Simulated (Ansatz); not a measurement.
This Ansatz (a first-principles code) input (MP2/cc-pV5Z) gives -150.78879 Eh with 237 basis functions.

Ansatz 0.2 input:
```yaml
crystal:
  periodic: [false, false, false]
  atoms:
    - {symbol: O, position_ang: [0.05728725, 0.81312084, -0.03996413]}
    - {symbol: O, position_ang: [0.04221979, -0.70897730, -0.01520246]}
    - {symbol: H, position_ang: [-0.79605634, -0.83314830, 0.44133267]}
basis:
  gaussian:
    orbitals: cc-pV5Z
total_charge: -1
magnetization: {spin_polarized: false}
correlation: {method: mp2, electrons: outside_noble_gas}
```

Change:
```diff
- orbitals: cc-pV5Z
+ orbitals: aug-cc-pVQZ
```

**Question.** What does the run give now?

**Answer.** -150.78138 Eh (MP2/aug-cc-pVQZ, 206 functions), a change of +7.41 mEh.
